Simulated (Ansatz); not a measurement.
Rock-salt TiC, treated with PBE (Ansatz, an electronic-structure program, PAW).

Run with plane-wave cutoff 520 eV, 22×22×22 k mesh, Fermi–Dirac smearing 0.05 eV, no spin polarisation, scalar-relativistic PAW data made under PBE.

The volume scan:

```tsv
V (Å³/atom)	E − E_lowest (meV/atom)
9.557	31.76
9.760	13.63
9.963	3.30
10.167	0.00
10.370	3.07
10.573	11.90
10.777	25.94
```

### Question
What bulk modulus B0 and pressure derivative B′ does a third-order Birch–Murnaghan fit give?

### Answer
V0 = 10.167 Å³/atom, B0 = 251 GPa, B′ = 4.0 (fit to the energies at full precision).

Measured, for comparison: bulk modulus 240 GPa (temperature not stated, no zero-point or thermal correction, our sources range from 235 to 268; as tabulated in Krasnenko and Brik (2013), arXiv:1306.3139); equilibrium volume per atom 10.15 Å³/atom (temperature not stated, no zero-point or thermal correction; as tabulated in Zhang et al. (2018), doi:10.1088/1367-2630/aac7f0). Computed (rounded) less measured: bulk modulus not scored (sources differ), equilibrium volume per atom +0.2 %.

Computed values are for the static lattice.
